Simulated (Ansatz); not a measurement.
Frontier orbitals of `F[SiH2]P`.

The species carries charge 0 and has multiplicity 1. The structure was optimised at the PBE0-D4/def2-TZVP level. It is one conformer, not always the lowest. Basis def2-TZVPP, Ansatz.

```tsv
functional	HOMO (eV)	LUMO (eV)	gap (eV)
PBE	-6.73	-1.07	5.66
PBE0	-7.87	-0.18	7.69
HSE06 (plane-wave form)	-7.47	-0.56	6.91
ωB97X-V	-10.14	1.90	12.04
ωB97M-V	-9.96	1.63	11.59
HF	-10.43	3.02	13.45
```

(1) What is the vertical ionisation energy at frozen-core CCSD(T)/CBS(def2)? (An estimate is asked.)

Answers

(1) The calculation gave: 10.29 eV (T1 of the cation 0.019).

From PBE to PBE0 the HOMO moves by −1.13 eV and the LUMO by +0.88 eV, and with ωB97M-V by −3.22 and +2.69 eV, so the gap grows from 5.67 to 11.58 eV with exact exchange. A positive LUMO is unbound and depends on the basis. −ε(HOMO) differs from that ionisation energy by −3.56 eV with PBE and −0.33 eV with ωB97M-V.
